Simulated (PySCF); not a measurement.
Gas-phase reaction: 3 SiH2F = SiHF3 + Si2H5. Level: PBE0/def2-QZVP†; standard pressure 1 bar.

Computed with PySCF and rigid-rotor harmonic-oscillator thermochemistry at 1 bar. † marks an energy on the PBE0/def2-TZVP geometry and frequencies. Open shells (unrestricted): SiH2F (multiplicity 2), Si2H5 (multiplicity 2); the rest are closed-shell singlets. SiH2F, Si2H5: computed as isolated molecules; such fragments, hydroxides, amides, oligomers or adducts are transient or little studied in the gas. The harmonic model lacks anharmonicity and excited electronic states, which grow with temperature; levels with a mode under 35 cm⁻¹ are left out. Internal rotation in Si2H5 is treated as a harmonic vibration of one conformer, which makes the entropy rough.

```json
[
 {"T (K)": "500", "1000/T (1/K)": "2.0000", "log10 K": "32.92"},
 {"T (K)": "600", "1000/T (1/K)": "1.6667", "log10 K": "?"},
 {"T (K)": "800", "1000/T (1/K)": "1.2500", "log10 K": "17.24"},
 {"T (K)": "1000", "1000/T (1/K)": "1.0000", "log10 K": "12.06"},
 {"T (K)": "1200", "1000/T (1/K)": "0.8333", "log10 K": "8.63"},
 {"T (K)": "1400", "1000/T (1/K)": "0.7143", "log10 K": "6.21"}
]
```

**Question.** Fit log10 K = a + b·(1000/T) to the five rows, get the mean ΔH° and ΔS°, and predict log10 K at 600 K.

**Answer.** Means: 1000/T = 1.1595, log10 K = 15.412. Sums of products about the means: Sxy = 21.72457, Sxx = 1.044680, so b = Sxy/Sxx = 20.80 and a = 15.412 − (20.80)×1.1595 = -8.71.
ΔH° = −R ln 10 × 1000 K × b = −19.145 × (20.80) = -398 kJ; ΔS° = R ln 10 × a = -167 J/K. The run's own values go from -402 kJ and -174 J/K at 500 K to -389 kJ and -159 J/K at 1400 K.
Prediction at 600 K: -8.71 + (20.80)×1.6667 = 25.96. The computed value is 25.93, 0.03 from the line.
For scale, ΔH°(298 K) is -404 kJ at this level, -429 kJ at ωB97M-V/def2-TZVP†, and runs from -451 to -330 kJ over the 20 levels computed.
